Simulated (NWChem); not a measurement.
# Lowest excitation of dimethylamine (C2H7N)

SMILES: CNC
```xyz
10

C      0.0184     0.2167    -1.2073
N     -0.1400    -0.5514     0.0000
C      0.0184     0.2167     1.2073
H      0.9861     0.7624    -1.2886
H     -0.7815     0.9733    -1.2786
H     -0.0754    -0.4361    -2.0886
H      0.5011    -1.3400     0.0000
H      0.9861     0.7624     1.2886
H     -0.0754    -0.4361     2.0886
H     -0.7815     0.9733     1.2786
```
Charge 0, spin multiplicity 1.

Program: NWChem. All single points use one geometry, from PBE0/def2-SVP, a minimum by its harmonic frequencies.

Basis set: 6-31+G*.

Relative cost: rough, from shared machines, SCF included, CIS = 1.

The correlated methods keep 3 core orbitals frozen. B3LYP has NWChem's definition, with VWN1-RPA local correlation. GW and range-separated runs recompute their integrals, the others keep them in memory, which bears on the times. The Pople sets run with spherical d functions. Coupled-cluster values serve here as a point of comparison, not as the truth.

```tsv
method	lowest vertical singlet excitation energy (eV)	relative cost
CIS	(withheld)	1
TD-PBE	4.74	under 3
TD-B3LYP	(withheld)	under 3
TD-CAM-B3LYP	5.52	4
EOM-CCSD	(withheld)	5
```

Q: Some entries are withheld; supply them.

A: 
- CIS, lowest vertical singlet excitation energy (eV): 6.86
- TD-B3LYP, lowest vertical singlet excitation energy (eV): 5.22
- EOM-CCSD, lowest vertical singlet excitation energy (eV): 5.60
